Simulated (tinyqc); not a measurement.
Worked calculation: CIS and TDHF on RHF in the sto-3g basis, for HF, spin multiplicity 1. Computed by tinyqc, a small Python program that keeps every step (integrals from PySCF). Settings: charge = 0, multiplicity = 1, basis = sto-3g, method = RHF, energy threshold = 1e-10, iteration cap = 76, orthogonalisation = canonical, start = atomic densities, DIIS depth = 6, TDHF = 1. Command: `OMP_NUM_THREADS=1 python tinyqc.py 20870 20871 out.jsonl` (the two numbers bound the seeds that draw the settings). One thread of a shared host (Intel(R) Xeon(R) Processor @ 2.60GHz), about 0.09 s of CPU time with the checks. The early iterations of the SCF are left out here.

## One-electron integrals

Geometry (angstrom):
```
atom       x       y       z
F     0.0000  0.0000  0.0000
H     0.0000  0.0000  0.8560
```

Basis sto-3g: exponents (1/bohr^2) and contraction coefficients of normalised primitives:
```
element  l (shell)  exponent  coefficient
F            s (1)  166.6791       0.1543
F            s (1)   30.3608       0.5353
F            s (1)    8.2168       0.4446
F            s (2)    6.4648      -0.1000
F            s (2)    1.5023       0.3995
F            s (2)    0.4886       0.7001
F            p (3)    6.4648       0.1559
F            p (3)    1.5023       0.6077
F            p (3)    0.4886       0.3920
H            s (1)    3.4253       0.1543
H            s (1)    0.6239       0.5353
H            s (1)    0.1689       0.4446
```

Overlap, kinetic and nuclear-attraction integrals over the contracted functions; the nuclear repulsion is the sum of Za Zb / Rab.

nuclear repulsion = 5.563779 hartree

overlap S, lower triangle:
```
         1F 1s   1F 2s  1F 2px  1F 2py  1F 2pz   2H 1s
1F 1s   1.0000
1F 2s   0.2380  1.0000
1F 2px  0.0000  0.0000  1.0000
1F 2py  0.0000  0.0000  0.0000  1.0000
1F 2pz  0.0000  0.0000  0.0000  0.0000  1.0000
2H 1s   0.0571  0.4908  0.0000  0.0000  0.3694  1.0000
```

kinetic energy T (hartree), lower triangle:
```
          1F 1s   1F 2s  1F 2px  1F 2py  1F 2pz   2H 1s
1F 1s   36.9846
1F 2s   -0.2129  1.0380
1F 2px   0.0000  0.0000  3.2480
1F 2py   0.0000  0.0000  0.0000  3.2480
1F 2pz   0.0000  0.0000  0.0000  0.0000  3.2480
2H 1s    0.0056  0.1641  0.0000  0.0000  0.3257  0.7600
```

nuclear attraction V (hartree), lower triangle:
```
           1F 1s     1F 2s    1F 2px    1F 2py    1F 2pz    2H 1s
1F 1s   -77.6278
1F 2s    -9.3239  -12.1518
1F 2px    0.0000    0.0000  -12.0132
1F 2py    0.0000    0.0000    0.0000  -12.0132
1F 2pz   -0.0173   -0.2024    0.0000    0.0000  -12.1506
2H 1s    -2.3121   -4.7204    0.0000    0.0000   -3.1828  -6.4896
```

core Hamiltonian H = T + V (hartree), lower triangle:
```
           1F 1s     1F 2s   1F 2px   1F 2py   1F 2pz    2H 1s
1F 1s   -40.6432
1F 2s    -9.5368  -11.1139
1F 2px    0.0000    0.0000  -8.7652
1F 2py    0.0000    0.0000   0.0000  -8.7652
1F 2pz   -0.0173   -0.2024   0.0000   0.0000  -8.9026
2H 1s    -2.3065   -4.5563   0.0000   0.0000  -2.8571  -5.7296
```

## Two-electron integrals

Functions are numbered as in S; the eight-fold symmetry (ij|kl) = (ji|kl) = (kl|ij) leaves the list below.

Two-electron integrals (ij|kl) in chemists' order, unique and non-zero (hartree):
```
(11|11) 5.4035   (21|11) 0.8419   (21|21) 0.1563   (22|11) 1.2680
(22|21) 0.2923   (22|22) 0.9262   (31|31) 0.0280   (32|31) 0.0432
(32|32) 0.2046   (33|11) 1.2645   (33|21) 0.2924   (33|22) 0.9260
(33|33) 0.9975   (41|41) 0.0280   (42|41) 0.0432   (42|42) 0.2046
(43|43) 0.0538   (44|11) 1.2645   (44|21) 0.2924   (44|22) 0.9260
(44|33) 0.8900   (44|44) 0.9975   (51|51) 0.0280   (52|51) 0.0432
(52|52) 0.2046   (53|53) 0.0538   (54|54) 0.0538   (55|11) 1.2645
(55|21) 0.2924   (55|22) 0.9260   (55|33) 0.8900   (55|44) 0.8900
(55|55) 0.9975   (61|11) 0.2059   (61|21) 0.0378   (61|22) 0.0702
(61|33) 0.0701   (61|44) 0.0701   (61|51) 0.0015   (61|52) 0.0028
(61|55) 0.0704   (61|61) 0.0093   (62|11) 0.4724   (62|21) 0.1102
(62|22) 0.3838   (62|33) 0.3786   (62|44) 0.3786   (62|51) 0.0074
(62|52) 0.0553   (62|55) 0.3939   (62|61) 0.0270   (62|62) 0.1884
(63|31) 0.0121   (63|32) 0.0696   (63|53) 0.0119   (63|63) 0.0294
(64|41) 0.0121   (64|42) 0.0696   (64|54) 0.0119   (64|64) 0.0294
(65|11) 0.2992   (65|21) 0.0708   (65|22) 0.2641   (65|33) 0.2525
(65|44) 0.2525   (65|51) 0.0163   (65|52) 0.1064   (65|55) 0.2872
(65|61) 0.0181   (65|62) 0.1589   (65|65) 0.1626   (66|11) 0.5838
(66|21) 0.1384   (66|22) 0.5514   (66|33) 0.5319   (66|44) 0.5319
(66|51) 0.0129   (66|52) 0.1313   (66|55) 0.5898   (66|61) 0.0342
(66|62) 0.3302   (66|65) 0.3235   (66|66) 0.7746
```

## Orthogonalisation

S = U s U^T; canonical form X = U s^(-1/2), so that X^T S X = 1. Each column of U has its largest component positive (the first on a tie).

eigenvalues of S: 0.3703  0.8462  1.0000  1.0000  1.1203  1.6632

X:
```
              1        2        3       4        5       6
1F 1s    0.2661   0.7766   0.0000  0.0000  -0.5909  0.2084
1F 2s   -0.9728  -0.4449   0.0000  0.0000  -0.3472  0.4568
1F 2px   0.0000   0.0000   0.9973  0.0730   0.0000  0.0000
1F 2py   0.0000   0.0000  -0.0730  0.9973   0.0000  0.0000
1F 2pz  -0.6565   0.5697   0.0000  0.0000   0.6183  0.2875
2H 1s    1.1191  -0.2372   0.0000  0.0000   0.2014  0.5162
```

Within a degenerate level the vectors are fixed only up to a rotation; this is one choice.

## Iteration 7 (converged): orbitals

converged F (hartree), lower triangle:
```
           1F 1s    1F 2s   1F 2px   1F 2py   1F 2pz    2H 1s
1F 1s   -25.8849
1F 2s    -6.6229  -3.0596
1F 2px    0.0000   0.0000  -0.4668
1F 2py    0.0000   0.0000   0.0000  -0.4668
1F 2pz   -0.0269  -0.1269   0.0000   0.0000  -0.4097
2H 1s    -1.6122  -1.2831   0.0000   0.0000  -0.6126  -0.7004
```

Diagonalise F' = X^T F X, C = X C', fill 5 alpha and 5 beta electrons from the bottom; D = 2 C_occ C_occ^T. Each column has its largest component positive (the first on a tie).

F' = X^T F X (hartree), lower triangle:
```
         1         2        3        4         5        6
1   0.2276
2  -1.9466  -11.2822
3   0.0000    0.0000  -0.4668
4   0.0000    0.0000   0.0000  -0.4668
5   1.2698   10.9465   0.0000   0.0000  -11.8260
6  -0.3892   -5.5815   0.0000   0.0000    6.0776  -4.4148
```

orbital energies (hartree): MO1 -25.8950, MO2 -1.4930, MO3 -0.6027, MO4 -0.4668, MO5 -0.4668, MO6 0.6952

coefficients C:
```
            MO1      MO2      MO3      MO4     MO5      MO6
1F 1s    0.9946  -0.2467   0.0892   0.0000  0.0000   0.0920
1F 2s    0.0234   0.9179  -0.4724   0.0000  0.0000  -0.6382
1F 2px   0.0000   0.0000   0.0000  -0.4796  0.8775   0.0000
1F 2py   0.0000   0.0000   0.0000   0.8775  0.4796   0.0000
1F 2pz   0.0035   0.1110   0.7102   0.0000  0.0000  -0.8389
2H 1s   -0.0066   0.1707   0.4991   0.0000  0.0000   1.1565
```

D after iteration 7, lower triangle:
```
          1F 1s    1F 2s  1F 2px  1F 2py  1F 2pz   2H 1s
1F 1s    2.1161
1F 2s   -0.4906   2.1323
1F 2px   0.0000   0.0000  2.0000
1F 2py   0.0000   0.0000  0.0000  2.0000
1F 2pz   0.0788  -0.4670  0.0000  0.0000  1.0333
2H 1s   -0.0083  -0.1585  0.0000  0.0000  0.7467  0.5565
```

Within a degenerate level the vectors are fixed only up to a rotation; this is one choice.

## Convergence

Stop when the energy changes by less than 1e-10 hartree and every element of the error matrix X^T (F D S - S D F) X is below 3e-06.

Course of the cycle:
```
iteration  E (hartree)     change  largest element of the error matrix
1           -99.549488          -                             1.18e+00
2           -98.532211   1.02e+00                             1.82e-01
3           -98.556431  -2.42e-02                             2.86e-02
4           -98.557168  -7.37e-04                             4.03e-03
5           -98.557175  -7.40e-06                             1.04e-04
6           -98.557175  -4.58e-09                             1.23e-06
7           -98.557175  -1.42e-12                             9.53e-09
```

PySCF RHF in the same basis = -98.557175 hartree

Converged in 7 iterations.

## Integrals over molecular orbitals

(pq|rs) = sum C_ip C_jq C_kr C_ls (ij|kl), one index at a time.

one-electron integrals over orbitals h = C^T H C (hartree), lower triangle:
```
          1        2        3        4        5        6
1  -40.6245
2    0.6956  -9.1765
3   -0.2418   0.5369  -7.8654
4    0.0000   0.0000   0.0000  -8.7652
5    0.0000   0.0000   0.0000   0.0000  -8.7652
6   -0.2517   1.3143   1.7282   0.0000   0.0000  -6.1148
```

Two-electron integrals over orbitals (pq|rs), unique and non-zero (hartree):
```
(11|11) 5.3615    (21|11) -0.4974   (21|21) 0.0733    (22|11) 1.1897
(22|21) -0.0183   (22|22) 0.8588    (31|11) 0.1798    (31|21) -0.0237
(31|22) 0.0161    (31|31) 0.0257    (32|11) -0.1428   (32|21) 0.0099
(32|22) -0.0024   (32|31) 0.0210    (32|32) 0.1585    (33|11) 1.0454
(33|21) -0.0125   (33|22) 0.7690    (33|31) -0.0071   (33|32) -0.0629
(33|33) 0.8045    (41|41) 0.0296    (42|41) 0.0386    (42|42) 0.1773
(43|41) -0.0129   (43|42) -0.0470   (43|43) 0.0534    (44|11) 1.2640
(44|21) -0.0142   (44|22) 0.8734    (44|31) 0.0052    (44|32) -0.0759
(44|33) 0.7801    (44|44) 0.9975    (51|51) 0.0296    (52|51) 0.0386
(52|52) 0.1773    (53|51) -0.0129   (53|52) -0.0470   (53|53) 0.0534
(54|54) 0.0538    (55|11) 1.2640    (55|21) -0.0142   (55|22) 0.8734
(55|31) 0.0052    (55|32) -0.0759   (55|33) 0.7801    (55|44) 0.8900
(55|55) 0.9975    (61|11) 0.1876    (61|21) -0.0305   (61|22) -0.0013
(61|31) -0.0068   (61|32) -0.0253   (61|33) 0.0153    (61|44) 0.0050
(61|55) 0.0050    (61|61) 0.0283    (62|11) -0.2740   (62|21) 0.0056
(62|22) -0.1402   (62|31) -0.0203   (62|32) -0.0341   (62|33) -0.0481
(62|44) -0.1403   (62|55) -0.1403   (62|61) 0.0141    (62|62) 0.1006
(63|11) -0.3314   (63|21) 0.0060    (63|22) -0.1408   (63|31) 0.0025
(63|32) 0.0920    (63|33) -0.1336   (63|44) -0.1783   (63|55) -0.1783
(63|61) -0.0067   (63|62) 0.0614    (63|63) 0.1564    (64|41) -0.0120
(64|42) -0.0464   (64|43) -0.0111   (64|64) 0.0324    (65|51) -0.0120
(65|52) -0.0464   (65|53) -0.0111   (65|65) 0.0324    (66|11) 0.8997
(66|21) -0.0087   (66|22) 0.6964    (66|31) 0.0179    (66|32) 0.0780
(66|33) 0.6688    (66|44) 0.6575    (66|55) 0.6575    (66|61) -0.0102
(66|62) -0.0696   (66|63) -0.0108   (66|66) 0.7199
```

## CIS matrix, singlets

A(ia,jb) = (e_a - e_i) d_ij d_ab + 2 (ia|jb) - (ij|ab).

CIS matrix A, singlet (hartree), lower triangle:
```
         1>6     2>6     3>6     4>6     5>6
1>6  25.7470
2>6   0.0370  1.6929
3>6  -0.0312  0.0447  0.9418
4>6   0.0000  0.0000  0.0000  0.5693
5>6   0.0000  0.0000  0.0000  0.0000  0.5693
```

## CIS singlet states

dipole integrals <i|r|a> (bohr):
```
           x        y        z
1>6   0.0000   0.0000  -0.0439
2>6   0.0000   0.0000   0.1371
3>6   0.0000   0.0000   0.8530
4>6   0.0072  -0.0132   0.0000
5>6  -0.0132  -0.0072   0.0000
```

Diagonalise A (1 hartree = 27.211386 eV); each vector has its largest component positive (the first on a tie). The transition dipole is mu = sqrt2 sum c_ia <i|r|a>.

singlet excitation energies (eV): 15.4909  15.4909  25.5537  46.1377  700.6135

lowest vectors:
```
     state 1  state 2  state 3  state 4  state 5
1>6   0.0000   0.0000   0.0013  -0.0015   1.0000
2>6   0.0000   0.0000  -0.0592   0.9982   0.0015
3>6   0.0000   0.0000   0.9982   0.0592  -0.0013
4>6   0.2362   0.9717   0.0000   0.0000   0.0000
5>6   0.9717  -0.2362   0.0000   0.0000   0.0000
```

oscillator strengths 2/3 w |mu|^2: 0.0002  0.0002  0.8906  0.0794  0.0689

Within a degenerate level the vectors are fixed only up to a rotation; this is one choice.

## TDHF (RPA) singlet states

B(ia,jb) = 2 (ia|jb) - (ib|ja); the squared energies are the eigenvalues of (A - B)(A + B); 1 hartree = 27.211386 eV.

TDHF matrix B, singlet (hartree), lower triangle:
```
         1>6     2>6     3>6     4>6     5>6
1>6   0.0283
2>6   0.0141  0.1006
3>6  -0.0067  0.0614  0.1564
4>6   0.0000  0.0000  0.0000  0.0324
5>6   0.0000  0.0000  0.0000  0.0000  0.0324
```

squared energies w^2 (hartree^2): 0.3230  0.3230  0.8566  2.8580  662.9104

TDHF energies from the positive w^2 (eV): 15.4658  15.4658  25.1852  46.0022  700.6128

## CIS matrix, triplets

A(ia,jb) = (e_a - e_i) d_ij d_ab - (ij|ab).

CIS matrix A, triplet (hartree), lower triangle:
```
         1>6      2>6     3>6     4>6     5>6
1>6  25.6905
2>6   0.0087   1.4917
3>6  -0.0179  -0.0780  0.6291
4>6   0.0000   0.0000  0.0000  0.5044
5>6   0.0000   0.0000  0.0000  0.0000  0.5044
```

## CIS triplet states

Diagonalise A (1 hartree = 27.211386 eV); each vector has its largest component positive (the first on a tie).

triplet excitation energies (eV): 13.7257  13.7257  16.9271  40.7814  699.0735

lowest vectors:
```
     state 1  state 2  state 3  state 4  state 5
1>6   0.0000   0.0000   0.0007  -0.0004   1.0000
2>6   0.0000   0.0000   0.0894   0.9960   0.0004
3>6   0.0000   0.0000   0.9960  -0.0894  -0.0007
4>6   0.1401   0.9901   0.0000   0.0000   0.0000
5>6   0.9901  -0.1401   0.0000   0.0000   0.0000
```

Within a degenerate level the vectors are fixed only up to a rotation; this is one choice.

## TDHF (RPA) triplet states

B(ia,jb) = - (ib|ja); the squared energies are the eigenvalues of (A - B)(A + B); 1 hartree = 27.211386 eV.

TDHF matrix B, triplet (hartree), lower triangle:
```
         1>6      2>6      3>6      4>6      5>6
1>6  -0.0283
2>6  -0.0141  -0.1006
3>6   0.0067  -0.0614  -0.1564
4>6   0.0000   0.0000   0.0000  -0.0324
5>6   0.0000   0.0000   0.0000   0.0000  -0.0324
```

squared energies w^2 (hartree^2): 0.2534  0.2534  0.3572  2.2337  659.9993

TDHF energies from the positive w^2 (eV): 13.6973  13.6973  16.2634  40.6689  699.0728
